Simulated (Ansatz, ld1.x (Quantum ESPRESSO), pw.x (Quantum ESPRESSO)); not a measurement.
hafnium: does the TM potential hold in the solid?

| Quantity | Value |
| --- | --- |
| Element | Hf (Z = 72) |
| Generator | ld1.x (Quantum ESPRESSO) 7.5 |
| Type | norm-conserving Troullier–Martins (Kleinman–Bylander form) |
| Functional | LDA (PW92) |
| Relativity | scalar-relativistic |
| Frozen core | [Xe] 4f14 |
| Valence charge | 4 |
| Reference configuration | 5d2 6s2 6p0 |
| Partial waves | 6p (bound, empty): rc 3.85 bohr; 5d (bound): rc 3.05 bohr; 6s (bound): rc 2.45 bohr |
| Local potential | the s channel |
| Core correction | Bessel-smoothed model core, default radius (core density twice the valence density) |

Atomic tests: cutoffs needed: 18 Ry and 25 Ry (the cutoffs (Ry, on a coarse ladder) from which the occupation-weighted sum of valence levels, in a spherical-Bessel basis at the reference potential, stays within 10 and 1 mRy of its value at 400 Ry); ghost test: no extra level below or beside the all-electron valence levels (p, d, s, f tested) (spherical-Bessel basis up to 400 Ry, 20 bohr box); largest excitation error: -280 meV (all-electron minus pseudo) for 5d1 6s0 6p0, out of 7 test configurations.

Crystal test: diamond Hf in pw.x 7.5, no spin, 8³ k-points, Fermi–Dirac smearing 0.01 Ry, cutoffs 50/200 Ry. The reference is all-electron LAPW (Ansatz 0.2.0) with the same functional, mesh and smearing; V0 and B0 come from Birch–Murnaghan fits to the pressures at five volumes. Errors are pseudo minus all-electron; Δ is the rms difference of the E(V) curves that follow from these fits, minima aligned, over ±6 % about the mean V0. Mesh and smearing are coarse, so the numbers serve the comparison and aren't converged zero-temperature values; the lattice is a test structure that the element need not adopt.

All-electron: a0 = 6.237 Å (V0 = 30.33 Å³/atom), B0 = 31.2 GPa.

Question: How far does the potential miss the all-electron equation of state?

Answer: mean pressure error (GPa): +0.90; a0 (Å): 6.300; a0 error (%): +1.01; B0 error (%): -4.6; Δ (meV/atom): 6.0. The largest radius (3.85 bohr) exceeds half the bond length (2.55 bohr), so the spheres overlap, which is one possible source of error among others. This is a poor potential for the solid.

```json
{"V (Å³/atom)": "28.827", "P all-electron (GPa)": "1.72", "P pseudo (GPa)": "2.61"}
{"V (Å³/atom)": "29.585", "P all-electron (GPa)": "0.80", "P pseudo (GPa)": "1.73"}
{"V (Å³/atom)": "30.344", "P all-electron (GPa)": "-0.01", "P pseudo (GPa)": "0.92"}
{"V (Å³/atom)": "31.103", "P all-electron (GPa)": "-0.75", "P pseudo (GPa)": "0.16"}
{"V (Å³/atom)": "31.861", "P all-electron (GPa)": "-1.42", "P pseudo (GPa)": "-0.55"}
```

Question: At the middle volume, how do free energy and pressure move when the wave cutoff is lowered (ecutrho kept at four times it)?

Answer:

| cutoff (Ry) | shift of F (meV/atom) | shift of P (GPa) |
| --- | --- | --- |
| 22 | +13.8 | -0.41 |
| 30 | +3.3 | -0.02 |
| 40 | +0.9 | -0.03 |

The run at the middle volume (29 k-points, 10 iterations) took about 14 s on one core of a shared host (Neoverse-V1, 32 threads, 247 GiB, load 26).
